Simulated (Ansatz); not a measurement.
**C2H4N− (SMILES [CH-]=NC): single points off equilibrium**

One table from this session's results is given with a row withheld; the runs are named, their logs left out.

The runs use Ansatz 0.2.0, Gaussian basis; single points in def2-TZVPPD.

Cores are frozen in the correlated methods.

1 further run of the same task is left out (it didn't finish).

## The system as given

7 atoms, charge -1, spin multiplicity 1.

Atoms are counted from 1 here; the program's logs count them from 0.

Bond lengths: C1–N2 1.270 Å, C1–H4 1.101 Å, N2–C3 1.540 Å, C3–H5 1.116 Å, C3–H6 1.111 Å, C3–H7 1.143 Å. Angles: N2–C1–H4 109.2°, C1–N2–C3 115.7°, N2–C3–H5 113.6°, N2–C3–H6 96.1°, N2–C3–H7 109.4°, H5–C3–H6 121.1°, H5–C3–H7 109.3°, H6–C3–H7 106.3°.

As a file:

```xyz
7

C    -1.1861   -0.6083   -0.7440
N    -0.7305    0.0745    0.2249
C     0.8012    0.2205    0.2780
H    -2.2861   -0.5800   -0.7204
H     1.3404   -0.7540    0.3455
H     0.8224    0.9479    1.1171
H     1.1613    0.7875   -0.6467
```

Set-up of the first run:

run/in.yaml

```yaml
crystal:
  periodic: [false, false, false]
  atoms:
    - {symbol: C, position_ang: [-1.186124, -0.608286, -0.743951]}
    - {symbol: N, position_ang: [-0.730495, 0.074532, 0.224924]}
    - {symbol: C, position_ang: [0.801240, 0.220459, 0.277958]}
    - {symbol: H, position_ang: [-2.286117, -0.580044, -0.720446]}
    - {symbol: H, position_ang: [1.340402, -0.753968, 0.345501]}
    - {symbol: H, position_ang: [0.822378, 0.947891, 1.117147]}
    - {symbol: H, position_ang: [1.161310, 0.787455, -0.646684]}
basis:
  gaussian: {orbitals: "def2-TZVPPD.json"}
total_charge: -1
hamiltonian: {xc: pbe, dispersion: d4}
output: {forces: true}
```

The basis file named in the input lies beside it (Basis Set Exchange, JSON).

On the command line:

```sh
ansatz run in.yaml --threads 2 --pin off --events-out ev --progress --plain --max-ram 3481MiB
```

Steps of the session up to this table: PBE-D4/def2-TZVPPD; r2SCAN-D4/def2-TZVPPD; PBE0-D4/def2-TZVPPD; wB97M-V/def2-TZVPPD; CCSD(T)/def2-TZVPPD.

One of the session's tables, all rows but one given; the rest of the session is left out.

| method | RMS force component (eV/Å) | angle to CCSD(T) forces (°) |
| --- | --- | --- |
| PBE-D4 | ? | ? |
| r2SCAN-D4 | 0.721 | 18.4 |
| PBE0-D4 | 0.757 | 23.2 |
| wB97M-V | 0.763 | 17.5 |
| CCSD(T) | 0.835 | reference |

Q: Estimate the row for PBE-D4 from the others.

**Answer.** RMS force component (eV/Å): 0.692; angle to CCSD(T) forces (°): 16.2. In the column «RMS force component (eV/Å)» it is the lowest.

Caveats from the session: The anion's highest level is positive in at least one run, so there the basis alone may hold the extra electron.
